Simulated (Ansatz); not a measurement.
Ansatz (an electronic-structure program) input (PBE/6-31G*):

Ansatz 0.2 input:
```yaml
crystal:
  periodic: [false, false, false]
  atoms:
    - {symbol: O, position_ang: [-1.05613991, -0.38056162, -0.01204272]}
    - {symbol: C, position_ang: [0.01219483, 0.60892406, -0.01345114]}
    - {symbol: O, position_ang: [1.11918472, 0.07877032, 0.02005673]}
    - {symbol: H, position_ang: [-0.57752748, -1.23921390, 0.01659471]}
basis:
  gaussian:
    orbitals: 6-31G*
hamiltonian:
  xc: {name: PBE}
total_charge: -1
relax: {f_tol: 0.003, max_steps: 120}
```

Output:

```
WARN ansatz: RAYON_NUM_THREADS=1 ignored (pool sized by the plan → 1); use --threads N
Functional definition: PBE
integrals: 0.01 GiB planned
477 factors; their error is unknown
mean field: 0.08 GiB planned
mean field evaluation 1: about -5139.7612 eV, gradient 1.6e1 eV
mean field evaluation 2: about -5138.7976 eV, gradient 2.6e1 eV
mean field evaluation 4: about -5140.3238 eV, gradient 2.4e0 eV
mean field evaluation 8: about -5140.3078 eV, gradient 1.6e-1 eV
mean field evaluation 16: about -5140.3078 eV, gradient 8.7e-6 eV
mean field -5140.30782430 eV, -188.9028283172 hartree, gradient 8.7e-6 eV, S^2 0.000000; 0 other end points of the search recorded, 0 dependent functions left out
the calculation of the forces begins
reference -5140.30783908 eV, -188.9028288605 hartree; 12, 12 occupied and 35, 35 virtual orbitals, 477 factors
relax step   1: F+E_penalty+E_count = -5140.30782430 eV  Δ(F+E_penalty+E_count) = +0.000e0 eV  max|allowed force component| = 1.619e0 eV/Å  Δτ_max = 0.0000 Å  (26 SCF iters, accepted)
these checks for a lower state are left out or cut short: starts, cluster_reference, orbital_swaps, neighbouring_geometries, increment
integrals: 0.01 GiB planned
477 factors; their error is unknown
mean field: 0.08 GiB planned
mean field -5140.34582021 eV, -188.9042246413 hartree, gradient 1.7e-5 eV, S^2 0.000000; 0 other end points of the search recorded, 0 dependent functions left out
the calculation of the forces begins
reference -5140.34583491 eV, -188.9042251815 hartree; 12, 12 occupied and 35, 35 virtual orbitals, 477 factors
relax step   2: F+E_penalty+E_count = -5140.34582021 eV  Δ(F+E_penalty+E_count) = -3.800e-2 eV  max|allowed force component| = 4.444e-1 eV/Å  Δτ_max = 0.0139 Å  (30 SCF iters, accepted)
these checks for a lower state are left out or cut short: starts, cluster_reference, orbital_swaps, neighbouring_geometries, increment
integrals: 0.01 GiB planned
477 factors; their error is unknown
mean field: 0.08 GiB planned
mean field evaluation 32: about -5140.3512 eV, gradient 1.8e-5 eV
mean field -5140.35121374 eV, -188.9044228498 hartree, gradient 1.8e-5 eV, S^2 0.000000; 0 other end points of the search recorded, 0 dependent functions left out
the calculation of the forces begins
reference -5140.35122836 eV, -188.9044233871 hartree; 12, 12 occupied and 35, 35 virtual orbitals, 477 factors
relax step   3: F+E_penalty+E_count = -5140.35121374 eV  Δ(F+E_penalty+E_count) = -5.394e-3 eV  max|allowed force component| = 7.594e-2 eV/Å  Δτ_max = 0.0116 Å  (30 SCF iters, accepted)
these checks for a lower state are left out or cut short: starts, cluster_reference, orbital_swaps, neighbouring_geometries, increment
integrals: 0.01 GiB planned
477 factors; their error is unknown
mean field: 0.08 GiB planned
mean field -5140.34886741 eV, -188.9043366239 hartree, gradient 8.1e-6 eV, S^2 0.000000; 0 other end points of the search recorded, 0 dependent functions left out
the calculation of the forces begins
reference -5140.34888180 eV, -188.9043371527 hartree; 12, 12 occupied and 35, 35 virtual orbitals, 477 factors
relax step   4: F+E_penalty+E_count = -5140.34886741 eV  Δ(F+E_penalty+E_count) = +2.346e-3 eV  max|allowed force component| = 3.271e-1 eV/Å  Δτ_max = 0.0145 Å  (30 SCF iters, rejected (line search))
these checks for a lower state are left out or cut short: starts, cluster_reference, orbital_swaps, neighbouring_geometries, increment
integrals: 0.01 GiB planned
477 factors; their error is unknown
mean field: 0.08 GiB planned
mean field -5140.35185130 eV, -188.9044462796 hartree, gradient 1.9e-5 eV, S^2 0.000000; 0 other end points of the search recorded, 0 dependent functions left out
the calculation of the forces begins
reference -5140.35186584 eV, -188.9044468140 hartree; 12, 12 occupied and 35, 35 virtual orbitals, 477 factors
relax step   5: F+E_penalty+E_count = -5140.35185130 eV  Δ(F+E_penalty+E_count) = -6.376e-4 eV  max|allowed force component| = 2.588e-2 eV/Å  Δτ_max = 0.0071 Å  (30 SCF iters, accepted)
these checks for a lower state are left out or cut short: starts, cluster_reference, orbital_swaps, neighbouring_geometries, increment
integrals: 0.01 GiB planned
477 factors; their error is unknown
mean field: 0.08 GiB planned
mean field -5140.35193080 eV, -188.9044492012 hartree, gradient 1.8e-5 eV, S^2 0.000000; 0 other end points of the search recorded, 0 dependent functions left out
the calculation of the forces begins
reference -5140.35194532 eV, -188.9044497349 hartree; 12, 12 occupied and 35, 35 virtual orbitals, 477 factors
relax step   6: F+E_penalty+E_count = -5140.35193080 eV  Δ(F+E_penalty+E_count) = -7.950e-5 eV  max|allowed force component| = 2.146e-2 eV/Å  Δτ_max = 0.0042 Å  (30 SCF iters, accepted)
these checks for a lower state are left out or cut short: starts, cluster_reference, orbital_swaps, neighbouring_geometries, increment
integrals: 0.01 GiB planned
477 factors; their error is unknown
mean field: 0.08 GiB planned
mean field -5140.35194352 eV, -188.9044496687 hartree, gradient 1.0e-5 eV, S^2 0.000000; 0 other end points of the search recorded, 0 dependent functions left out
the calculation of the forces begins
reference -5140.35195805 eV, -188.9044502025 hartree; 12, 12 occupied and 35, 35 virtual orbitals, 477 factors
relax step   7: F+E_penalty+E_count = -5140.35194352 eV  Δ(F+E_penalty+E_count) = -1.272e-5 eV  max|allowed force component| = 6.138e-4 eV/Å  Δτ_max = 0.0013 Å  (22 SCF iters, accepted)
integrals: 0.01 GiB planned
477 factors; their error is unknown
mean field: 0.08 GiB planned
mean field evaluation 64: about -5140.3831 eV, gradient 1.3e-1 eV
mean field -5140.35194352 eV, -188.9044496687 hartree, gradient 1.0e-5 eV, S^2 0.000000; 1 other end points of the search recorded, 0 dependent functions left out
the calculation of the forces begins
reference -5140.35195805 eV, -188.9044502025 hartree; 12, 12 occupied and 35, 35 virtual orbitals, 477 factors
Total energy: -5140.35195805 eV, -188.9044502025 hartree
Atom 0 at    -1.077110    -0.379360    -0.012479 Å, force    -0.000614     0.000145    -0.000015 eV/Å
Atom 1 at     0.003898     0.627716    -0.014035 Å, force     0.000341     0.000283     0.000000 eV/Å
Atom 2 at     1.118509     0.052346     0.020638 Å, force     0.000041     0.000051    -0.000000 eV/Å
Atom 3 at    -0.547586    -1.232783     0.017034 Å, force     0.000231    -0.000478     0.000015 eV/Å
Dipole moment:    -0.032497    -0.423813     0.008894 e Å
```

The dipole moment of an ion depends on the origin.
